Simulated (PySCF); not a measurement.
**doublet [H2O2]+ at 5 levels**

Aim: a comparison of 5 runs (UB3LYP/6-31G*, U-wB97X/def2-TZVPP, UM06-2X/def2-TZVPP, UM06-L/def2-TZVPP, USCS-MP2/def2-TZVPP) of doublet [H2O2]+. Input form: a Python script.

The calculation is run with PySCF 2.14.0.

3 further runs of the same task are left out: 3 set aside as unsound or not needed.

**1. The structure to begin with**

[H2O2]+ has 4 atoms, charge +1, and is taken as a doublet. As SMILES of the parent species, `OO`. Geometry: relaxed at PBE0-D4/def2-TZVP. That shape belongs to the parent species and isn't relaxed for this state.

Bond lengths: O1–O2 1.426 Å, O1–H3 0.965 Å, O2–H4 0.965 Å. Angles: O1–O2–H4 101.1°, O2–O1–H3 101.1°.

**2. A single-point energy at UB3LYP/6-31G(d) (spherical functions) (run 1)**

run.py

```python
from pyscf import gto, dft

mol = gto.M(
    atom=[
    ('O', (-0.486800, -0.581100, 0.030600)),
    ('O', (0.048300, 0.728400, 0.206900)),
    ('H', (0.186400, -1.117000, 0.467400)),
    ('H', (0.252100, 0.969800, -0.704900)),
],
    max_memory=1860,
    basis='6-31g*',
    spin=1,
    charge=1,
    verbose=4,
)

ks = dft.UKS(mol)
ks.xc = 'b3lyp'
ks.conv_tol = 1e-10
ks.grids.level = 5
ks.kernel()
if not ks.converged:
    ks = ks.newton().run(ks.mo_coeff, ks.mo_occ)

e_tot = ks.e_tot
print('Final energy', e_tot)
```

On the command line:

```sh
$ OMP_NUM_THREADS=1 python run.py
```

Log:

```text
PySCF version 2.14.0

[... 53 lines left out ...]
WARN: HOMO -0.352299506902064 >= LUMO -0.352299506902066
[... 42 lines left out ...]
converged SCF energy = -151.116649024569  <S^2> = 0.75290127  2S+1 = 2.0028992
Final energy -151.11664902456891
```

It took 3.9 s on 1 thread of Arm Neoverse V2, shared host; peak memory 0.26 GiB.

**3. A single-point energy at U-wB97X/def2-TZVPP (run 2)**

input.py

```python
from pyscf import gto, dft

system = gto.M(
    atom='''
O     -0.486800    -0.581100     0.030600
O      0.048300     0.728400     0.206900
H      0.186400    -1.117000     0.467400
H      0.252100     0.969800    -0.704900
''',
    verbose=4,
    charge=1,
    max_memory=1860,
    spin=1,
    basis='def2-tzvpp',
)

myscf = dft.UKS(system)
myscf.xc = 'wb97x'
myscf.conv_tol = 1e-10
myscf.grids.level = 5
myscf.kernel()
if not myscf.converged:
    myscf = myscf.newton().run(myscf.mo_coeff, myscf.mo_occ)

energy = myscf.e_tot
print('E(%s) = %.9f' % ('WB97X', energy))
```

On the command line:

```sh
$ OMP_NUM_THREADS=1 python input.py
```

Log:

```text
PySCF version 2.14.0

[... 52 lines left out ...]
WARN: HOMO -0.367614296523385 >= LUMO -0.367614296523371
[... 50 lines left out ...]
converged SCF energy = -151.154473120249  <S^2> = 0.75405637  2S+1 = 2.0040523
E(WB97X) = -151.154473120
```

Wall time 17 s (1 thread of Arm Neoverse V2, shared host); peak memory 0.47 GiB.

Runs 3 to 4 aren't shown in full; the table further down has their settings and results.

**4. A single-point energy at USCS-MP2/def2-TZVPP (run 5)**

geometry.xyz

```xyz
4
H2O2
O     -0.486800    -0.581100     0.030600
O      0.048300     0.728400     0.206900
H      0.186400    -1.117000     0.467400
H      0.252100     0.969800    -0.704900
```

job.py

```python
from pyscf import gto, scf, mp

mol = gto.M(
    atom='geometry.xyz',
    basis='def2-tzvpp',
    max_memory=1860,
    verbose=3,
    spin=1,
    charge=1,
)

mf = scf.UHF(mol)
mf.conv_tol = 1e-10
mf.kernel()
if not mf.converged:
    mf = mf.newton().run(mf.mo_coeff, mf.mo_occ)

pt = mp.MP2(mf, frozen=2).run()
energy = mf.e_tot + 1.2 * pt.e_corr_os + pt.e_corr_ss / 3
print('E = %.10f Eh' % energy)
```

On the command line:

```sh
$ OMP_NUM_THREADS=1 python job.py
```

Log:

```text
converged SCF energy = -150.435109033347  <S^2> = 0.77325443  2S+1 = 2.0231208
E(UMP2) = -150.920439138483  E_corr = -0.485330105136179
E(SCS-UMP2) = -150.908639587993  E_corr = -0.473530554646071
E = -150.9086395880 Eh
```

It took 2.5 s on 1 thread of Arm Neoverse V2, shared host; peak memory 0.22 GiB.

**5. All runs side by side**

```
run                                level  integration grid  frozen core orbitals  energy (Eh)  HOMO energy (eV)  LUMO energy (eV)   ⟨S²⟩  wall time
  1  UB3LYP/6-31G* (spherical functions)                 5                     –  -151.116649            -18.72            -15.15  0.753      3.9 s
  2                   U-wB97X/def2-TZVPP                 5                     –  -151.154473            -21.56            -12.37  0.754       17 s
  3                   UM06-2X/def2-TZVPP                 5                     –  -151.122129            -20.67            -13.65  0.755       32 s
  4                    UM06-L/def2-TZVPP                 5                     –  -151.178065            -17.36            -15.85  0.754       29 s
  5                  USCS-MP2/def2-TZVPP                 –                     2  -150.908640            -21.99             -9.51  0.773      2.5 s
```

**6. What came out**

```
                                                         quantity          value
                                              run 5: total energy  -150.90864 Eh
run 5: HOMO energy (Hartree–Fock orbitals) (highest over α and β)      -21.99 eV
 run 5: LUMO energy (Hartree–Fock orbitals) (lowest over α and β)       -9.51 eV
               run 5: correlation energy (2 core orbitals frozen)     -473.5 mEh
                         run 5: ⟨S²⟩ of the reference determinant          0.773
```

Totals of different functionals can't be ranked against each other. All runs together took 84 s, the longest 32 s.
